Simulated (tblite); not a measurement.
Record of a relaxation.

Species: C4H4NS (doublet state).
Numbering: `[CH3:1][c:2]1[c:3][cH:4][s:5][n:6]1` (hydrogens: H7, H8, H9 on C1; H10 on C4)
Bond orders are those of one Lewis drawing.

Computed with GFN2-xTB (tblite), gas phase: L-BFGS steps from a force-field or distance-geometry start until the largest atomic force falls under 0.01 eV/Å. 13 of its 56 geometries are shown.

Step 0: E = -452.2856 eV, largest atomic force 4.917 eV/Å
```
atom  x, y, z in Å  |  force x, y, z in eV/Å
C1     -1.644    0.200    0.250    0.401   0.075   0.366
C2     -0.169   -0.203    0.186   -4.618  -1.352  -1.011
C3      0.779    0.590    0.687    0.409   3.059   1.455
C4      2.062    0.276    0.642   -0.095   0.160   0.176
S5      1.951   -1.252   -0.103   -0.162  -2.698  -1.395
N6      0.150   -1.362   -0.346    3.726   1.794   1.243
H7     -2.244   -0.647    0.604    0.165   0.253  -0.121
H8     -1.994    0.481   -0.744    0.050  -0.026   0.137
H9     -1.765    1.060    0.942    0.082  -0.589  -0.493
H10     2.881    0.862    1.031    0.042  -0.675  -0.357
```

Step 5: E = -453.1608 eV, largest atomic force 0.506 eV/Å
```
atom  x, y, z in Å  |  force x, y, z in eV/Å
C1     -1.657    0.178    0.243   -0.071   0.040   0.051
C2     -0.212   -0.168    0.210   -0.426  -0.216  -0.166
C3      0.754    0.687    0.722    0.113   0.400   0.219
C4      2.009    0.256    0.638    0.328   0.006   0.024
S5      1.958   -1.309   -0.137   -0.030   0.215   0.098
N6      0.312   -1.265   -0.281   -0.147   0.043   0.028
H7     -2.266   -0.650    0.601    0.062   0.000  -0.112
H8     -2.007    0.480   -0.745    0.019  -0.127   0.033
H9     -1.764    1.030    0.918   -0.135  -0.120  -0.078
H10     2.881    0.767    0.981    0.287  -0.242  -0.098
```

Step 9: E = -453.2009 eV, largest atomic force 0.449 eV/Å
```
atom  x, y, z in Å  |  force x, y, z in eV/Å
C1     -1.670    0.172    0.241    0.046   0.007  -0.020
C2     -0.223   -0.148    0.220    0.341   0.232   0.177
C3      0.761    0.725    0.741   -0.100  -0.236  -0.113
C4      2.017    0.272    0.646    0.063   0.121   0.042
S5      1.952   -1.279   -0.125   -0.140  -0.150  -0.075
N6      0.303   -1.242   -0.266   -0.022   0.056   0.020
H7     -2.269   -0.664    0.582    0.020  -0.137  -0.007
H8     -2.012    0.457   -0.750   -0.018  -0.021  -0.111
H9     -1.798    1.014    0.910   -0.197   0.118   0.089
H10     2.948    0.699    0.952    0.007   0.009  -0.002
```

Step 14: E = -453.2228 eV, largest atomic force 0.287 eV/Å
```
atom  x, y, z in Å  |  force x, y, z in eV/Å
C1     -1.673    0.180    0.243   -0.040   0.017   0.034
C2     -0.211   -0.105    0.250   -0.256  -0.082  -0.101
C3      0.789    0.734    0.752    0.110   0.171   0.097
C4      2.040    0.269    0.642   -0.018  -0.138  -0.043
S5      1.925   -1.290   -0.132    0.053   0.038   0.010
N6      0.285   -1.211   -0.250   -0.049   0.011   0.030
H7     -2.241   -0.697    0.562    0.127   0.087  -0.019
H8     -2.007    0.434   -0.767    0.090   0.002   0.118
H9     -1.881    1.018    0.911   -0.014  -0.127  -0.118
H10     2.982    0.673    0.938   -0.002   0.021  -0.007
```

Step 18: E = -453.2266 eV, largest atomic force 0.042 eV/Å
```
atom  x, y, z in Å  |  force x, y, z in eV/Å
C1     -1.674    0.181    0.244    0.010  -0.003  -0.003
C2     -0.214   -0.095    0.253    0.039   0.009   0.014
C3      0.796    0.741    0.757   -0.025  -0.010  -0.013
C4      2.042    0.262    0.640   -0.014   0.014   0.011
S5      1.920   -1.291   -0.133   -0.021  -0.001   0.000
N6      0.278   -1.203   -0.243   -0.002  -0.010  -0.001
H7     -2.226   -0.701    0.559    0.011  -0.031   0.013
H8     -1.999    0.431   -0.764    0.016   0.022  -0.026
H9     -1.901    1.012    0.905   -0.002   0.017   0.017
H10     2.986    0.668    0.932   -0.013  -0.006  -0.013
```

Step 23: E = -453.2268 eV, largest atomic force 0.013 eV/Å
```
atom  x, y, z in Å  |  force x, y, z in eV/Å
C1     -1.674    0.181    0.244    0.002   0.000   0.001
C2     -0.214   -0.095    0.255   -0.004   0.001  -0.001
C3      0.795    0.742    0.757    0.000  -0.001   0.000
C4      2.040    0.262    0.640    0.000   0.002  -0.004
S5      1.918   -1.291   -0.133    0.000  -0.002   0.005
N6      0.276   -1.204   -0.242   -0.002   0.000   0.006
H7     -2.221   -0.704    0.559   -0.002   0.005  -0.012
H8     -1.994    0.434   -0.766    0.002   0.001   0.007
H9     -1.903    1.012    0.906    0.002  -0.008   0.002
H10     2.985    0.667    0.930    0.001   0.002  -0.004
```

Step 28: E = -453.2270 eV, largest atomic force 0.030 eV/Å
```
atom  x, y, z in Å  |  force x, y, z in eV/Å
C1     -1.673    0.182    0.245   -0.003  -0.005  -0.004
C2     -0.214   -0.095    0.256    0.015  -0.005   0.001
C3      0.794    0.744    0.756    0.009   0.009  -0.009
C4      2.039    0.263    0.637    0.006  -0.006   0.010
S5      1.916   -1.294   -0.127    0.002  -0.001  -0.006
N6      0.274   -1.205   -0.237    0.007  -0.015   0.006
H7     -2.221   -0.706    0.549   -0.014  -0.011   0.010
H8     -1.990    0.439   -0.765   -0.008   0.027  -0.010
H9     -1.902    1.008    0.912   -0.017   0.002   0.003
H10     2.985    0.669    0.924    0.004   0.007  -0.001
```

Step 32: E = -453.2278 eV, largest atomic force 0.107 eV/Å
```
atom  x, y, z in Å  |  force x, y, z in eV/Å
C1     -1.671    0.181    0.244   -0.061   0.013  -0.011
C2     -0.212   -0.098    0.267   -0.101  -0.036   0.001
C3      0.797    0.753    0.742   -0.005  -0.035  -0.052
C4      2.040    0.268    0.625    0.017  -0.008   0.003
S5      1.909   -1.309   -0.100    0.069   0.022   0.020
N6      0.269   -1.223   -0.200    0.016   0.030   0.014
H7     -2.232   -0.719    0.493    0.047   0.046   0.010
H8     -1.969    0.488   -0.760    0.010   0.027   0.049
H9     -1.908    0.978    0.945   -0.024  -0.041  -0.034
H10     2.985    0.687    0.893    0.032  -0.018   0.002
```

Step 37: E = -453.2324 eV, largest atomic force 0.141 eV/Å
```
atom  x, y, z in Å  |  force x, y, z in eV/Å
C1     -1.676    0.180    0.239    0.046  -0.021   0.024
C2     -0.222   -0.113    0.291    0.138   0.011  -0.028
C3      0.798    0.768    0.688    0.004   0.057   0.007
C4      2.043    0.283    0.594   -0.026   0.011  -0.034
S5      1.909   -1.340   -0.019   -0.058  -0.015   0.032
N6      0.263   -1.265   -0.098    0.016  -0.057  -0.032
H7     -2.247   -0.738    0.350    0.008   0.020  -0.022
H8     -1.914    0.626   -0.726   -0.041  -0.001   0.012
H9     -1.940    0.884    1.023   -0.039   0.011   0.022
H10     2.996    0.720    0.807   -0.049  -0.016   0.018
```

Step 41: E = -453.2359 eV, largest atomic force 0.054 eV/Å
```
atom  x, y, z in Å  |  force x, y, z in eV/Å
C1     -1.672    0.180    0.239   -0.010   0.008  -0.011
C2     -0.219   -0.121    0.303   -0.028   0.009  -0.009
C3      0.800    0.782    0.648    0.015   0.023  -0.047
C4      2.042    0.292    0.562    0.007  -0.013   0.017
S5      1.904   -1.365    0.049   -0.004  -0.007   0.018
N6      0.258   -1.295   -0.024   -0.011   0.018  -0.007
H7     -2.250   -0.740    0.236    0.027  -0.012   0.005
H8     -1.877    0.722   -0.685   -0.032   0.006   0.013
H9     -1.971    0.808    1.075    0.026  -0.026   0.002
H10     2.994    0.741    0.746    0.010  -0.006   0.019
```

Step 46: E = -453.2408 eV, largest atomic force 0.115 eV/Å
```
atom  x, y, z in Å  |  force x, y, z in eV/Å
C1     -1.672    0.182    0.230    0.016  -0.019   0.003
C2     -0.220   -0.119    0.301    0.039   0.076  -0.077
C3      0.807    0.810    0.547    0.013  -0.044   0.033
C4      2.045    0.301    0.524    0.002  -0.002  -0.004
S5      1.896   -1.397    0.171   -0.048   0.001   0.002
N6      0.250   -1.320    0.081   -0.006   0.005   0.041
H7     -2.232   -0.733    0.074   -0.023  -0.056  -0.007
H8     -1.859    0.865   -0.596   -0.020   0.027  -0.052
H9     -2.009    0.665    1.144    0.031  -0.003   0.056
H10     3.002    0.752    0.673   -0.004   0.015   0.005
```

Step 50: E = -453.2428 eV, largest atomic force 0.056 eV/Å
```
atom  x, y, z in Å  |  force x, y, z in eV/Å
C1     -1.672    0.182    0.224   -0.015   0.017   0.020
C2     -0.218   -0.108    0.283    0.002  -0.038  -0.004
C3      0.814    0.819    0.505    0.013   0.003   0.016
C4      2.048    0.301    0.513   -0.017   0.005  -0.016
S5      1.886   -1.409    0.222    0.019   0.008   0.017
N6      0.243   -1.322    0.121   -0.003   0.006  -0.010
H7     -2.224   -0.732    0.016    0.027   0.035   0.026
H8     -1.869    0.912   -0.560   -0.022   0.007   0.000
H9     -2.005    0.605    1.172   -0.002  -0.030  -0.047
H10     3.005    0.756    0.655   -0.002  -0.013  -0.002
```

Step 55: E = -453.2430 eV, largest atomic force 0.007 eV/Å
```
atom  x, y, z in Å  |  force x, y, z in eV/Å
C1     -1.672    0.183    0.223    0.000  -0.004   0.001
C2     -0.218   -0.108    0.281    0.000   0.000   0.002
C3      0.814    0.819    0.506    0.001   0.001   0.001
C4      2.048    0.301    0.512    0.000  -0.001   0.003
S5      1.887   -1.408    0.224   -0.002  -0.002   0.000
N6      0.244   -1.322    0.119   -0.001   0.001  -0.001
H7     -2.222   -0.731    0.019    0.002  -0.002   0.000
H8     -1.873    0.912   -0.561   -0.005   0.004  -0.003
H9     -2.006    0.604    1.171    0.004   0.001  -0.001
H10     3.005    0.753    0.656    0.001   0.002  -0.002
```

**Question.** Summarise the path.

**Answer.** The energy falls by 22.08 kcal/mol from step 0 to step 55; nine tenths of that is first reached at step 5. It rises by more than 0.2 meV at step 47. The largest force goes from 4.917 to 0.007 eV/Å. Among the bonds S5–N6 changes most, from 1.821 to 1.649 Å; the atoms move by 0.395 Å rms after alignment.

**Question.** Follow the three bonds and two angles with the largest change from start to end.

**Answer.** 
```csv
step,E above end (kcal/mol),largest force (eV/Å),S5–N6 (Å),C2–C3 (Å),C1–C2 (Å),C2–N6–S5 (°),S5–C4–H10 (°)
0,22.08,4.917,1.821,1.333,1.530,97.6,133.9
2,5.27,1.447,1.694,1.431,1.472,110.1,131.7
5,1.90,0.506,1.653,1.388,1.486,112.8,126.5
7,1.46,0.400,1.657,1.404,1.483,112.8,124.8
10,0.85,0.279,1.652,1.411,1.484,112.7,120.2
12,0.70,0.235,1.648,1.402,1.487,112.6,120.1
14,0.47,0.287,1.646,1.399,1.490,113.0,121.3
17,0.38,0.040,1.649,1.405,1.487,113.2,121.6
19,0.38,0.031,1.648,1.405,1.486,113.1,121.5
22,0.37,0.014,1.648,1.404,1.486,113.1,121.5
24,0.37,0.012,1.648,1.404,1.486,113.1,121.4
26,0.37,0.024,1.648,1.404,1.485,113.1,121.4
29,0.37,0.035,1.647,1.403,1.485,113.1,121.4
31,0.36,0.073,1.646,1.403,1.485,113.0,121.6
33,0.34,0.116,1.646,1.404,1.486,112.9,121.9
36,0.28,0.146,1.650,1.407,1.485,113.2,121.6
38,0.21,0.125,1.651,1.405,1.484,113.2,121.3
41,0.17,0.054,1.649,1.405,1.485,113.0,121.4
43,0.15,0.067,1.650,1.406,1.485,113.0,121.3
45,0.09,0.122,1.651,1.407,1.485,113.1,121.1
48,0.03,0.080,1.650,1.405,1.484,113.0,121.2
50,0.01,0.056,1.649,1.405,1.484,113.1,121.6
53,0.00,0.010,1.649,1.405,1.484,113.1,121.3
55,0.00,0.007,1.649,1.405,1.484,113.1,121.4
```

The cost below is that of the whole relaxation. On an Arm Neoverse V2 with one thread, no GPU (shared host), this took 0.2 s wall.
